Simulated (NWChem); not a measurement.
## Ionisation of Na (+1)

SMILES: [Na+]
```xyz
1

Na     0.0000     0.0000     0.0000
```
Charge +1, spin multiplicity 1.

Everything below was run with NWChem.

Basis set: def2-TZVPD. −ε marks an orbital energy of the parent.

B3LYP has NWChem's definition, with VWN1-RPA local correlation.

```tsv
method	first vertical ionisation energy (eV)
−ε(HOMO) of HF	?
−ε(HOMO) of BHandHLYP	43.20
−ε(HOMO) of B3LYP	39.28
−ε(HOMO) of BP86	?
−ε(HOMO) of PBE	?
evGW0@PBE0	46.16
G0W0@PBE	45.49
G0W0@CAM-B3LYP	46.10
G0W0@PBE0	45.84
```

Task: What belongs in the gaps?

Result: 
- −ε(HOMO) of HF, first vertical ionisation energy (eV): 48.91
- −ε(HOMO) of BP86, first vertical ionisation energy (eV): 36.44
- −ε(HOMO) of PBE, first vertical ionisation energy (eV): 36.37
